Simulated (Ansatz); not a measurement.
System: C₂F₄ (charge 0, singlet). SMILES: FC(F)=C(F)F
Structure (B3LYP-D3(BJ)/def2-TZVP (Ansatz, a program for electronic structure) minimum search):
```xyz
6

C      0.0032     0.0064     0.6604
C     -0.0032    -0.0064    -0.6604
F      0.0249     1.1143     1.3758
F     -0.0115    -1.0873     1.3975
F      0.0115     1.0873    -1.3975
F     -0.0249    -1.1143    -1.3758
```

Wanted: enthalpy of formation at 298 K, in kcal/mol. Set-up: spin-orbit terms left out; UHF or UKS for open shells; dispersion terms only where a functional's name holds one; 6-31G* and kin with 6d, 5d where marked; non-relativistic. Ab initio and DFT rows: single points at B3LYP-D3(BJ) geometries (Ansatz), with unscaled harmonic terms from B3LYP/6-31G* at its own minima, enthalpies of formation by atomisation with measured atoms.

```csv
species,coefficient,"E at B3LYP/6-31G* (Ansatz), Eh","E at PBE/def2-TZVPD (Ansatz), Eh","H(298 K) - E, kcal/mol"
FC(F)=C(F)F,+1,-475.49944,-475.27804,17.40
C atom,-2,-37.84628,-37.79605,-
F atom,-4,-99.71553,-99.67049,-
```

The atoms take no thermal term, since their enthalpies of formation at 0 K are used: the result is the sum of coefficient times E, plus the molecule's thermal term, plus number times (enthalpy of formation minus H(298) - H(0)) over the atoms. Measured values of the atoms (G2/97 table in ASE), kcal/mol:

| atom | number | enthalpy of formation of the gas at 0 K | H(298) - H(0) of the element's standard state |
|---|---|---|---|
| C | 2 | 169.98 | 0.25 |
| F | 4 | 18.47 | 1.05 |

Measured values: G2/97 table in ASE (Curtiss et al.), the entry of C2F4 doubted and unchecked; they hold spin-orbit and core effects, anharmonicity. For FC(F)=C(F)F (enthalpy of formation at 298 K) the tabulated value and RI-MP2/CBS(cc-pVTZ,cc-pVQZ)+[CCSD(T)-MP2]/cc-pVTZ (Ansatz) part by 3.5 kcal/mol: another conformer or state, missing terms or a fault of the table's entry are possible.  Value to compare with, the measured value: -157.4 kcal/mol. 1 Eh = 627.5095 kcal/mol.

**Question.** Work the quantity out at each level, and compare with the measured value.

**Answer.** 
- B3LYP/6-31G*: the sum of coefficient times E is -0.94476 Eh, or -592.85 kcal/mol; the thermal terms add 17.40; the atoms' measured terms add 409.14. Result: -166.3 kcal/mol. Its error against the measured value is -8.9 kcal/mol.
- PBE/def2-TZVPD: the sum of coefficient times E is -1.00398 Eh, or -630.01 kcal/mol; the thermal terms add 17.40; the atoms' measured terms add 409.14. Result: -203.5 kcal/mol. Its error against the measured value is -46.1 kcal/mol.
